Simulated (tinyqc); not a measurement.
Worked calculation: Pariser-Parr-Pople SCF with singles CI, for the molecule c1ccccc1 (SMILES; centres numbered as the heavy atoms are written). One step of it, computed by the program tinyqc.

Task: Singles CI, singlets. Over the 6 single excitations with the smallest orbital gaps: A = (e_a - e_i) delta + 2 (ia|jb) - (ij|ab), with (pq|rs) = sum c_mp c_mq gamma_mn c_nr c_ns. f = 2/3 w |mu|^2 in atomic units, mu = sqrt2 sum c_ia sum_m c_mi c_ma R_m.

orbital energies (eV): -13.272711  -10.313475  -10.313179  -0.876821  -0.876525  2.082711

coefficients:
```
         MO1        MO2        MO3        MO4        MO5        MO6
1C  0.408260   0.577342   0.000000   0.000000   0.577342   0.408260
2C  0.408242   0.288683   0.500000   0.500000  -0.288683  -0.408242
3C  0.408242  -0.288683   0.500000  -0.500000  -0.288683   0.408242
4C  0.408260  -0.577342   0.000000   0.000000   0.577342  -0.408260
5C  0.408242  -0.288683  -0.500000   0.500000  -0.288683   0.408242
6C  0.408242   0.288683  -0.500000  -0.500000  -0.288683  -0.408242
```

repulsion gamma_rs (eV), lower triangle:
```
           1C         2C         3C         4C         5C         6C
1C  11.130000
2C   5.346287  11.130000
3C   3.872515   5.345539  11.130000
4C   3.517455   3.872515   5.346287  11.130000
5C   3.872515   3.518103   3.873196   5.346287  11.130000
6C   5.346287   3.873196   3.518103   3.872515   5.345539  11.130000
```

Centres (angstrom, eV; a flat drawing with bonds scaled to 1.40 angstrom):

| centre | x | y | core charge z | W | gamma_rr |
|---|---|---|---|---|---|
| 1C | 1.400000 | 0.000000 | 1 | 11.160000 | 11.130000 |
| 2C | 0.700000 | 1.212000 | 1 | 11.160000 | 11.130000 |
| 3C | -0.700000 | 1.212000 | 1 | 11.160000 | 11.130000 |
| 4C | -1.400000 | 0.000000 | 1 | 11.160000 | 11.130000 |
| 5C | -0.700000 | -1.212000 | 1 | 11.160000 | 11.130000 |
| 6C | 0.700000 | -1.212000 | 1 | 11.160000 | 11.130000 |

Give: singlet CI matrix; singlet excitation energies; oscillator strengths.

Result:

singlet CI matrix (eV), lower triangle:
```
        3>4      2>4     3>5     2>5      1>4     3>6
3>4  6.5394
2>4  0.0000   5.8889
3>5  0.0000  -1.0617  5.8889
2>5  0.4116   0.0000  0.0000  6.5397
1>4  0.0000   0.0000  0.0000  0.0000   8.6914
3>6  0.0000   0.0000  0.0000  0.0000  -0.2957  8.6914
```

singlet excitation energies (eV): 4.8273  6.1279  6.9506  6.9512  8.3956  8.9871

oscillator strengths: 0.0000  0.0000  1.1911  1.1919  0.0000  0.0000
